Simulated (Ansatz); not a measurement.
Input for Ansatz (development build ahead of 0.2.0):

```yaml
crystal:
  periodic: [false, false, false]
  atoms:
    - { symbol: C, position_ang: [0.0, 0.645, 0.0] }
    - { symbol: O, position_ang: [0.0, -0.483, 0.0] }
    - { symbol: "N", position_ang: [0.0, 0.0, 4.0] }
    - { symbol: H, position_ang: [0.938, 0.381, 4.0] }
    - { symbol: H, position_ang: [-0.469, 0.381, 4.812] }
    - { symbol: H, position_ang: [-0.469, 0.381, 3.188] }
basis:
  gaussian: { orbitals: cc-pVDZ }
total_charge: 1
magnetization:
  spin_polarized: true
  initial_magnetization: 1
hamiltonian:
  xc: hf
correlation:
  method: ccsd_t
  frozen_orbitals: { C: 1, H: 0, "N": 1, O: 1 }
```

The input is written out in the form of the current development build from the run's settings.

Output:

```json
{
  "Converged": "yes",
  "Reference energy": "-168.60661 hartree",
  "CCSD correlation energy": "-0.45790 hartree",
  "Triples correction": "-0.01328 hartree",
  "Total energy": "-169.07780 hartree",
  "Spin squared of the determinant": "0.757"
}
```
